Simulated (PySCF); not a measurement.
Compound: 1,1,1-trifluoropropane, C3H5F3.
SMILES with atom numbers: `[CH3:1][CH2:2][C:3]([F:4])([F:5])[F:6]` (hydrogens: H7, H8, H9 on C1; H10, H11 on C2)

Computed, not measured: PySCF 2.14.0, PBE0-D3(BJ)/def2-SVP geometry optimisation, gas phase.

Task: List the bond lengths, angles and torsions at this level.

Result: 
```
               bond  length (bohr)   order
              C1–C2          2.869  single
              C2–C3          2.844  single
C3–F4, C3–F5, C3–F6          2.529  single
C1–H7, C1–H8, C1–H9          2.077  single
     C2–H10, C2–H11          2.080  single
```

Bonds in one row agree within 0.02 bohr and their mean is given. Orders are formal, as drawn. A selection of angles:
```
     angle  degrees
  C2–C1–H7    110.6
  H7–C1–H8    108.1
  C1–C2–C3    113.1
 C1–C2–H10    111.5
 C3–C2–H10    106.8
H10–C2–H11    107.1
  C2–C3–F4    111.8
  F4–C3–F5    107.3
```

Dihedral angles: C1–C2–C3–F4 -60° (synclinal).

All 3 C–F bonds measure 1.337 to 1.339 Å. Of the pairs four or more bonds apart, F4···H8 is among the closest relative to their van der Waals radii: 2.64 Å, 99 % of the sum of Bondi's values.

Point group: Cs (every atom within 0.08 Å of its image). No frequency check.
